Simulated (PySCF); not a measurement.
One molecule, many inputs

Molecule: 3-methylpentane (SMILES CCC(C)CC); geometry GFN2-xTB.

Cartesian coordinates in Å; atom numbers follow the order of the lines, from 1:
```xyz
20

C    -2.5180    0.4435   -0.3388
C    -1.0867    0.9607   -0.2463
C    -0.0282   -0.1461   -0.1503
C    -0.1880   -0.9576    1.1329
C     1.3669    0.4866   -0.2407
C     2.5027   -0.5264   -0.3330
H    -2.8249   -0.0399    0.5849
H    -3.2010    1.2690   -0.5278
H    -2.6130   -0.2730   -1.1521
H    -0.8773    1.5621   -1.1350
H    -0.9946    1.6168    0.6226
H    -0.1563   -0.8204   -1.0055
H     0.5536   -1.7504    1.1820
H    -1.1700   -1.4210    1.1757
H    -0.0684   -0.3158    2.0036
H     1.5239    1.1277    0.6301
H     1.3989    1.1252   -1.1273
H     2.6046   -1.0925    0.5892
H     3.4444   -0.0139   -0.5179
H     2.3262   -1.2239   -1.1492
```

All runs: PySCF 2.14.0 with density-fitted response routines, non-relativistic, gas phase unless a solvent (IEF-PCM) is named; grid level 2, GIAOs and SCF threshold 1e-9 unless changed. The yardstick, PBE0/pcSseg-1, gives these isotropic shieldings σ (ppm, equivalent atoms averaged): C3 145.3, C2/C5 150.9, C4 169.6, H10/H17 30.27, H11/H16 30.76, H12 30.82, H13/H14/H15 30.84.

**Question.** What do these inputs give? (1) KT3/pcSseg-1; (2) LDA/pcSseg-1; grid level 3

**Answer.** 
```
run    outcome  functions  wall time     C3  C2/C5     C4  H10/H17  H11/H16    H12  H13/H14/H15
  1  converged        172       78 s  141.4  147.5  167.4    30.24    30.73  30.74        30.87
  2  converged        172       73 s  137.3  144.9  166.2    29.69    30.28  30.26        30.39
```

Times are on shared hosts with different chips, so compare them loosely.
